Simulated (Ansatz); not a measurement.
CH₅ClSi, singlet: a trajectory.

in.yaml

```yaml
crystal:
  periodic: [false, false, false]
  atoms:
    - {symbol: Si, position_ang: [-0.475172, 0.703127, -0.081177]}
    - {symbol: C, position_ang: [0.451628, -0.904172, -0.004753]}
    - {symbol: H, position_ang: [-0.537167, 1.231059, -1.465932]}
    - {symbol: H, position_ang: [-1.850151, 0.565109, 0.457877]}
    - {symbol: Cl, position_ang: [0.491714, 2.115927, 1.068221]}
    - {symbol: H, position_ang: [1.467963, -0.783293, -0.385031]}
    - {symbol: H, position_ang: [-0.056840, -1.658482, -0.611830]}
    - {symbol: H, position_ang: [0.508026, -1.269276, 1.022725]}
basis:
  gaussian: {orbitals: def2-SVP}
hamiltonian: {xc: pbe0, dispersion: d4}
md: {n_steps: 30, timestep: 1.0, temperature: 100, ensemble: npt_langevin, seed: 877, friction: 0.01, pressure: 1.0, initial_velocities: maxwell_boltzmann}
```

Run by:

```bash
ansatz run in.yaml --threads 2 --pin off --events-out ev --progress --plain --max-ram 4352MiB
```

The run's output (Ansatz 0.2.0):

```
Error: invalid value for `basis.gaussian`: such a run doesn't read md.pressure; remove what it names
```

Hardware: 2 CPU threads of an Arm Neoverse V1, shared host. Wall time about 0.05 s.


The program refused the input. A pressure has no meaning for a molecule without a cell.